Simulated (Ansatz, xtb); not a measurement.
## C2H5N: which of two isomers lies lower

Structure a: `C=CN`, a singlet. Structure b: `C=NC`, a singlet. Both are isolated molecules in the gas phase, relaxed with B3LYP-D3(BJ)/6-311G**; the shapes shown needn't be the lowest conformers.

a (Å):

```xyz
8

C     0.8745   -1.4609   -1.7378
C     1.1516   -0.1934   -2.0570
N     0.2844    0.7279   -2.6363
H    -0.0834   -1.9153   -1.9686
H     1.6014   -2.0652   -1.2140
H     2.1204    0.2294   -1.8053
H    -0.5366    0.3302   -3.0715
H     0.7221    1.4255   -3.2193
```

b (Å):

```xyz
8

C     1.7253   -1.2512   -2.2049
C     0.0637    0.3759   -2.1863
N     1.4288   -0.0536   -1.9393
H     2.7423   -1.6010   -2.0294
H     1.0081   -1.9808   -2.6108
H    -0.3654    0.7466   -1.2512
H     0.0783    1.2178   -2.8843
H    -0.5844   -0.4166   -2.5911
```

Quicker runs give these differences E(b) − E(a): GFN2-xTB −2.1 kcal/mol; HF/STO-3G −7.0 kcal/mol (at GFN2-xTB geometries); r2SCAN-D4/def2-SVP +7.5 kcal/mol (at GFN2-xTB geometries).

Estimate which is lower in electronic energy at CCSD(T)/def2-TZVPP, and by roughly how much.

The CCSD(T)/def2-TZVPP calculation puts structure a lower, by 5.4 kcal/mol.

How the difference moves with the method:

| level | geometry | E(b) − E(a) (kcal/mol) | departure from the last row (kcal/mol) | job, with rough time for the two |
| --- | --- | --- | --- | --- |
| GFN2-xTB | GFN2-xTB | −2.1 | −7.5 | optimisation, 0.14 s |
| HF/STO-3G | GFN2-xTB | −7.0 | −12.5 | single point, 0.16 s |
| r2SCAN-D4/def2-SVP | GFN2-xTB | +7.5 | +2.0 | single point, 1.6 s |
| B3LYP-D3(BJ)/6-311G** | B3LYP-D3(BJ)/6-311G** | +6.0 | +0.5 | optimisation, 11 s |
| HF/def2-TZVPP | B3LYP-D3(BJ)/6-311G** | +5.8 | +0.4 | part of the CCSD(T) run |
| MP2/def2-TZVPP | B3LYP-D3(BJ)/6-311G** | +6.5 | +1.1 | part of the CCSD(T) run |
| CCSD(T)/def2-TZVPP | B3LYP-D3(BJ)/6-311G** | +5.4 |  | single point, 28 s |

As drawn, b has 1 C=N, 2 C–H in place of 1 C=C, 2 N–H.

GFN2-xTB, HF/STO-3G put the two in the other order. The largest departure from CCSD(T)/def2-TZVPP is that of HF/STO-3G, 12.5 kcal/mol.

With harmonic frequencies from B3LYP-D3(BJ)/6-311G** (ideal gas, rigid rotor, one conformer each, 1000 K, 1 atm): the zero-point term adds −0.6 kcal/mol; ΔH is +4.2 and ΔG +5.4 kcal/mol.

The correlated steps freeze 3 core orbitals. Mirror images aren't counted in ΔG. Programs: Ansatz 0.2.0, xtb 6.7.1; the last row on 2 threads of Intel(R) Xeon(R) Platinum 8375C CPU @ 2.90GHz (Ice Lake) on a shared host.
